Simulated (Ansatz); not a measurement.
`CC1C=CCC1` → `C1=CCCC1` + `[CH2]` (triplet) at 298.15 K and 1 bar (formal loss of a carbene).

Computed with Ansatz on PBE0-D4/def2-TZVP structures; ΔE is electronic, products minus reactants. CCSD(T)/CBS adds triple-zeta CCSD(T) − MP2 to the extrapolated MP2 energy (def2 sets, frozen cores). This one scheme is used for every species. Triplets are unrestricted, without spin–orbit coupling.

```
          species  CCSD(T)/CBS energy (Eh)  H − E (kJ/mol)  S (J/(mol·K))
      `CC1C=CCC1`               -234.32497           399.3          318.7
       `C1=CCCC1`               -195.06189           321.9          289.5
`[CH2]` (triplet)                -39.09499            55.4          195.3
```

H − E and S are ideal-gas, rigid-rotor, harmonic terms from PBE0-D4/def2-TZVP, for one conformer and one mirror image of each species, with the whole ground term of open shells counted as degenerate. 1 Eh = 2625.50 kJ/mol, R = 8.31446 J/(mol·K).

**Question.** By hand: ΔE, ΔH, ΔS and ΔG.

**Answer.** ΔE = (-195.06189) + (-39.09499) − (-234.32497) = 0.16809 Eh = 441.3 kJ/mol. Δ(H − E) = 321.9 + 55.4 − 399.3 = -22.0, so ΔH = 419.3 kJ/mol. ΔS = 289.5 + 195.3 − 318.7 = 166.1 J/(mol·K). ΔG = 419.3 − 298.15 × (166.1)/1000 = 369.8 kJ/mol.

**Question.** By hand: the equilibrium constant, and the temperature at which ΔG would vanish if ΔH and ΔS stayed fixed.

**Answer.** log₁₀ K = −ΔG/(RT ln 10) = -64.8. ΔG = 0 at ΔH/ΔS = 2524 K, far beyond where these terms or the molecules hold.

The number of gas molecules changes by +1, which sets the sign of ΔS. A doubt of 5 kJ/mol in ΔE shifts log₁₀ K by 0.9 here. Other conformers and mirror images would add mixing entropy, several J/(mol·K) or more a flexible species. A triplet takes part, so the spin changes. These are equilibria of isolated gas molecules and say nothing of rates. Largest T1 diagnostic: 0.011 (customary marks: 0.02 for closed shells, 0.045 for open ones).
